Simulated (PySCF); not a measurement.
## Silicon: a sound run and one with changed settings

Sound run: Si [Ne] 3s2 3p2, Si⁺ [Ne] 3s2 3p1. Computed with PySCF 2.14 in cc-pV(D+d)Z (4s3p2d, 23 functions), with no relativity, point nucleus. In the sound run the correlated levels freeze [Ne]. The sound run starts from symmetry-adapted Hartree-Fock orbitals and uses a fine grid where one is needed.

Changed run: scalar relativity by spin-free X2C-1e. This setting is unsound on purpose.

```tsv
species	method	sound run (hartree)	changed run (hartree)	converged
Si	UHF	-288.85023	-289.39317	yes
Si	BP86	-289.39237	-289.93487	yes
Si	LDA	-288.20132	-288.74359	yes
Si	MP2	-288.89571	-289.43867	yes
Si	CCSD(T)	-288.91643	-289.45935	yes
Si⁺	UHF	-288.56942	-289.11270	yes
Si⁺	BP86	-289.08886	-289.63174	yes
Si⁺	LDA	-287.89915	-288.44181	yes
Si⁺	MP2	-288.60462	-289.14790	yes
Si⁺	CCSD(T)	-288.62416	-289.16738	yes
```

Ionisation energy of Si:

```tsv
method	sound run (eV)	changed run (eV)
UHF	7.641	7.632
BP86	8.259	8.249
LDA	8.223	8.212
MP2	7.921	7.912
SCS-MP2	7.848	7.840
CCSD	7.942	7.934
CCSD(T)	7.953	7.945
```

Most of the change in total energy is the relativistic energy itself. On top of that the contraction fixes the core shape for the Hamiltonian it was made with, so the changed run is not a good calculation with the other Hamiltonian either.

For comparison, NIST gives 8.152 eV between the lowest levels.
